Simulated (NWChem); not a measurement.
The numbers come from NWChem runs, not from measurements. System: C, charge -1, spin multiplicity 4. Its SCF solution wasn't tested for a lower state. Level: UHF/def2-TZVPD.

The NWChem input:

```
start mol
memory heap 200 mb stack 900 mb global 1100 mb
charge -1
geometry units angstroms nocenter noautoz
  C      0.000000     0.000000     0.000000
  symmetry group D2h
end
basis spherical
  * library def2-tzvpd
end
scf
  uhf
  nopen 3
  maxiter 100
  thresh 1e-7
  semidirect memsize 60000000 filesize 0
  # guess.movecs holds the orbitals of an unrestricted PBE0 run
  vectors input guess.movecs output mol.movecs
end
task scf energy
```

Output (cleaned and shortened):

```
             Northwest Computational Chemistry Package (NWChem) 7.3.0
             --------------------------------------------------------

                                NWChem Input Module
                                -------------------

 Scaling coordinates for geometry "geometry" by  1.889725989
 (inverse scale =  0.529177249)

                             Geometry "geometry" -> ""
                             -------------------------

 Output coordinates in angstroms (scale by  1.889725989 to convert to a.u.)

  No.       Tag          Charge          X              Y              Z
 ---- ---------------- ---------- -------------- -------------- --------------
    1 C                    6.0000     0.00000000     0.00000000     0.00000000

 Effective nuclear repulsion energy (a.u.)       0.0000000000

            Nuclear Dipole moment (a.u.)
            ----------------------------
        X                 Y               Z
 ---------------- ---------------- ----------------
     0.0000000000     0.0000000000     0.0000000000

      Symmetry information
      --------------------

 Group name             D2h
 Group number             26
 Group order               8
 No. of unique centers     1

      Symmetry unique atoms

     1


 Summary of "ao basis" -> "" (spherical)
 ------------------------------------------------------------------------------
       Tag                 Description            Shells   Functions and Types
 ---------------- ------------------------------  ------  ---------------------
 *                         def2-tzvpd                 on all atoms

 Summary of "ao basis" -> "ao basis" (spherical)
 ------------------------------------------------------------------------------
       Tag                 Description            Shells   Functions and Types
 ---------------- ------------------------------  ------  ---------------------
 C                         def2-tzvpd               13       37   6s3p3d1f

                                 NWChem SCF Module
                                 -----------------

  ao basis        = "ao basis"
  functions       =    37
  atoms           =     1
  alpha electrons =     5
  beta  electrons =     2
  charge          =  -1.00
  wavefunction    = UHF
  use symmetry    = T
  symmetry adapt  = T

 Summary of "ao basis" -> "ao basis" (spherical)
 ------------------------------------------------------------------------------
       Tag                 Description            Shells   Functions and Types
 ---------------- ------------------------------  ------  ---------------------
 C                         def2-tzvpd               13       37   6s3p3d1f

      Symmetry analysis of basis
      --------------------------

        ag         12
        au          1
        b1g         3
        b1u         5
        b2g         3
        b2u         5
        b3g         3
        b3u         5

 Forming initial guess at       0.0s

   Symmetry analysis of molecular orbitals - initial alpha
   -------------------------------------------------------

  Numbering of irreducible representations:

     1 ag          2 au          3 b1g         4 b1u         5 b2g
     6 b2u         7 b3g         8 b3u

  Orbital symmetries:

     1 ag          2 ag          3 b2u         4 b1u         5 b3u
     6 ag          7 b2g         8 ag          9 b3g        10 b1g
    11 ag         12 b2u        13 b1u        14 b3u        15 ag

   Symmetry analysis of molecular orbitals - initial beta
   ------------------------------------------------------

  Numbering of irreducible representations:

     1 ag          2 au          3 b1g         4 b1u         5 b2g
     6 b2u         7 b3g         8 b3u

  Orbital symmetries:

     1 ag          2 ag          3 ag          4 b1u         5 b3u
     6 b2u         7 b2g         8 ag          9 b3g        10 b1g
    11 ag         12 b1u        13 b3u        14 b2u        15 ag

 Starting SCF solution at       0.0s

 ----------------------------------------------
         Quadratically convergent UHF

 Convergence threshold     :          1.000E-07
 Maximum no. of iterations :          100
 Integral*density screening:          1.000E-09
 ----------------------------------------------

              iter       energy          gnorm     gmax       time
             ----- ------------------- --------- --------- --------
                 1      -37.7016230709  2.20D-01  1.11D-01      0.1
                 2      -37.7036770316  2.26D-02  8.06D-03      0.1
                 3      -37.7038843990  2.68D-04  1.53D-04      0.1
                 4      -37.7038844501  1.12D-07  6.96D-08      0.1
                 5      -37.7038844501  3.99D-09  2.36D-09      0.1

       Final UHF  results
       ------------------

         Total SCF energy =    -37.703884450110
      One electron energy =    -52.667286076403
      Two electron energy =     14.963401626294
 Nuclear repulsion energy =      0.000000000000

                       Sz =      1.5000
                 Sz(Sz+1) =      3.7500
                      S^2 =      3.7598

        Time for solution =      0.1s

       Symmetry analysis of molecular orbitals - alpha
       -----------------------------------------------

  Numbering of irreducible representations:

     1 ag          2 au          3 b1g         4 b1u         5 b2g
     6 b2u         7 b3g         8 b3u

  Orbital symmetries:

     1 ag          2 ag          3 b1u         4 b3u         5 b2u
     6 ag          7 ag          8 b3g         9 b1g        10 ag
    11 b2g        12 b1u        13 b3u        14 b2u        15 ag

       Symmetry analysis of molecular orbitals - beta
       ----------------------------------------------

  Numbering of irreducible representations:

     1 ag          2 au          3 b1g         4 b1u         5 b2g
     6 b2u         7 b3g         8 b3u

  Orbital symmetries:

     1 ag          2 ag          3 ag          4 b2u         5 b3u
     6 b1u         7 b2g         8 ag          9 b1g        10 b3g
    11 ag         12 ag         13 b2u        14 b3u        15 b1u

          Final alpha eigenvalues
          -----------------------

              1
    1  -10.9469
    2   -0.5100
    3   -0.0667
    4   -0.0667
    5   -0.0667
    6    0.2675
    7    0.4969
    8    0.4969
    9    0.4969
   10    0.4969
   11    0.4969
   12    0.6000
   13    0.6000
   14    0.6000
   15    0.6868

          Final beta eigenvalues
          ----------------------

              1
    1  -10.8959
    2   -0.1877
    3    0.2837
    4    0.4025
    5    0.4025
    6    0.4025
    7    0.5246
    8    0.5246
    9    0.5246
   10    0.5246
   11    0.5246
   12    0.7458
   13    0.7661
   14    0.7661
   15    0.7661

                    UHF Final Alpha Molecular Orbital Analysis
                    ------------------------------------------

 Vector    3  Occ=1.000000D+00  E=-6.666805D-02  Symmetry=b1u
              MO Center= -2.7D-26,  1.1D-25,  6.4D-16, r^2= 1.5D+00
   Bfn.  Coefficient  Atom+Function         Bfn.  Coefficient  Atom+Function
  ----- ------------  ---------------      ----- ------------  ---------------
    15      0.429434  1 C  pz                 9      0.402441  1 C  pz
    12      0.377382  1 C  pz

 Vector    4  Occ=1.000000D+00  E=-6.666805D-02  Symmetry=b3u
              MO Center=  3.4D-16, -2.3D-32, -5.6D-32, r^2= 1.5D+00
   Bfn.  Coefficient  Atom+Function         Bfn.  Coefficient  Atom+Function
  ----- ------------  ---------------      ----- ------------  ---------------
    13      0.429434  1 C  px                 7      0.402441  1 C  px
    10      0.377382  1 C  px

 Vector    5  Occ=1.000000D+00  E=-6.666805D-02  Symmetry=b2u
              MO Center= -2.6D-24, -2.0D-15, -9.2D-24, r^2= 1.5D+00
   Bfn.  Coefficient  Atom+Function         Bfn.  Coefficient  Atom+Function
  ----- ------------  ---------------      ----- ------------  ---------------
    14      0.429434  1 C  py                 8      0.402441  1 C  py
    11      0.377382  1 C  py

 Vector    6  Occ=0.000000D+00  E= 2.674632D-01  Symmetry=ag
              MO Center= -1.2D-19,  1.1D-17, -3.4D-18, r^2= 9.4D+00
   Bfn.  Coefficient  Atom+Function         Bfn.  Coefficient  Atom+Function
  ----- ------------  ---------------      ----- ------------  ---------------
     6     -2.815501  1 C  s                  5      2.772926  1 C  s
     4     -0.716450  1 C  s                  3      0.285524  1 C  s

 Vector    7  Occ=0.000000D+00  E= 4.968882D-01  Symmetry=ag
              MO Center= -1.4D-16, -5.2D-16, -1.2D-16, r^2= 5.7D+00
   Bfn.  Coefficient  Atom+Function         Bfn.  Coefficient  Atom+Function
  ----- ------------  ---------------      ----- ------------  ---------------
    30      0.913494  1 C  d  2              28      0.526056  1 C  d  0

 Vector    8  Occ=0.000000D+00  E= 4.968882D-01  Symmetry=b3g
              MO Center=  3.6D-21,  3.1D-21, -7.0D-19, r^2= 5.7D+00
   Bfn.  Coefficient  Atom+Function         Bfn.  Coefficient  Atom+Function
  ----- ------------  ---------------      ----- ------------  ---------------
    27      1.054138  1 C  d -1

                     UHF Final Beta Molecular Orbital Analysis
                     -----------------------------------------

 Vector    2  Occ=1.000000D+00  E=-1.876636D-01  Symmetry=ag
              MO Center=  1.8D-15,  2.7D-16,  1.2D-15, r^2= 1.2D+00
   Bfn.  Coefficient  Atom+Function         Bfn.  Coefficient  Atom+Function
  ----- ------------  ---------------      ----- ------------  ---------------
     4      0.437231  1 C  s                  3      0.336393  1 C  s
     5      0.255253  1 C  s                  2     -0.215442  1 C  s

 Vector    3  Occ=0.000000D+00  E= 2.837265D-01  Symmetry=ag
              MO Center= -3.2D-17, -4.6D-18, -2.1D-17, r^2= 9.6D+00
   Bfn.  Coefficient  Atom+Function         Bfn.  Coefficient  Atom+Function
  ----- ------------  ---------------      ----- ------------  ---------------
     5      3.087287  1 C  s                  6     -2.953810  1 C  s
     4     -0.834771  1 C  s                  3      0.305344  1 C  s

 Vector    4  Occ=0.000000D+00  E= 4.024955D-01  Symmetry=b2u
              MO Center=  2.4D-32, -2.5D-16,  2.3D-32, r^2= 3.2D+00
   Bfn.  Coefficient  Atom+Function         Bfn.  Coefficient  Atom+Function
  ----- ------------  ---------------      ----- ------------  ---------------
    14      0.955530  1 C  py                 8      0.223856  1 C  py

 Vector    5  Occ=0.000000D+00  E= 4.024955D-01  Symmetry=b3u
              MO Center= -1.7D-15,  1.6D-31,  4.0D-31, r^2= 3.2D+00
   Bfn.  Coefficient  Atom+Function         Bfn.  Coefficient  Atom+Function
  ----- ------------  ---------------      ----- ------------  ---------------
    13      0.955530  1 C  px                 7      0.223856  1 C  px

 center of mass
 --------------
 x =   0.00000000 y =   0.00000000 z =   0.00000000

 moments of inertia (a.u.)
 ------------------
           0.000000000000           0.000000000000           0.000000000000
           0.000000000000           0.000000000000           0.000000000000
           0.000000000000           0.000000000000           0.000000000000

  Mulliken analysis of the total density
  --------------------------------------

    Atom       Charge   Shell Charges
 -----------   ------   -------------------------------------------------------
    1 C    6     7.00   0.86  1.12  0.58  0.90  0.44  0.11  0.90  1.06  1.03  0.00  0.00  0.00  0.00

  Mulliken analysis of the alpha density
  --------------------------------------

    Atom       Charge   Shell Charges
 -----------   ------   -------------------------------------------------------
    1 C    6     5.00   0.43  0.56  0.32  0.48  0.20  0.01  0.90  1.06  1.03  0.00  0.00 -0.00  0.00

   Mulliken analysis of the beta density
   -------------------------------------

    Atom       Charge   Shell Charges
 -----------   ------   -------------------------------------------------------
    1 C    6     2.00   0.43  0.56  0.27  0.42  0.23  0.10  0.00  0.00  0.00  0.00  0.00  0.00  0.00

   Mulliken analysis of the spin density
   -------------------------------------

    Atom       Charge   Shell Charges
 -----------   ------   -------------------------------------------------------
    1 C    6     3.00   0.00 -0.00  0.05  0.06 -0.03 -0.08  0.90  1.06  1.03  0.00 -0.00 -0.00  0.00

       Multipole analysis of the density wrt the origin
       ------------------------------------------------

     L   x y z        total         alpha         beta         nuclear
     -   - - -        -----         -----         ----         -------
     0   0 0 0     -1.000000     -5.000000     -2.000000      6.000000

     1   1 0 0     -0.000000      0.000000     -0.000000      0.000000
     1   0 1 0     -0.000000      0.000000     -0.000000      0.000000
     1   0 0 1     -0.000000     -0.000000     -0.000000      0.000000

     2   2 0 0     -7.759412     -6.342268     -1.417144      0.000000
     2   1 1 0      0.000000     -0.000000      0.000000      0.000000
     2   1 0 1      0.000000      0.000000      0.000000      0.000000
     2   0 2 0     -7.759412     -6.342268     -1.417144      0.000000
     2   0 1 1     -0.000000     -0.000000      0.000000      0.000000
     2   0 0 2     -7.759412     -6.342268     -1.417144      0.000000

 Task  times  cpu:        0.1s     wall:        0.1s

 Total times  cpu:        0.1s     wall:        0.1s
```
